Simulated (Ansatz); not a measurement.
Basis-set extrapolation for CH3ClN2, SMILES `N=C(N)Cl` (PBE0-D4/def2-TZVP geometry, frozen core, Ansatz 0.2.0). Multiplicity 1, RHF reference.

|  | def2-TZVPP | def2-QZVPP |
| --- | --- | --- |
| HF | -608.082549 | -608.102134 |
| MP2 correlation | -0.762259 | -0.821936 |
| CCSD(T) correlation | -0.823194 | not run |

Energies in hartree. Use E(X) = E(∞) + A·exp(−7.88·√X) for Hartree–Fock and E(X) = E(∞) + B·X^(−2.97) for correlation, with X = 3 and 4, and add CCSD(T) minus MP2 of the smaller set to the MP2 limit.

Q: What is the CCSD(T) energy at the basis-set limit?

A: HF limit: -608.102134 + (-0.019585) × 0.13774 = -608.10483. MP2 limit: -0.821936 + (-0.059677) × 0.74074 = -0.86614. Higher-order term: -0.823194 − (-0.762259) = -0.06093. Total: -609.03190 hartree, 3.43 eV below CCSD(T)/def2-TZVPP.
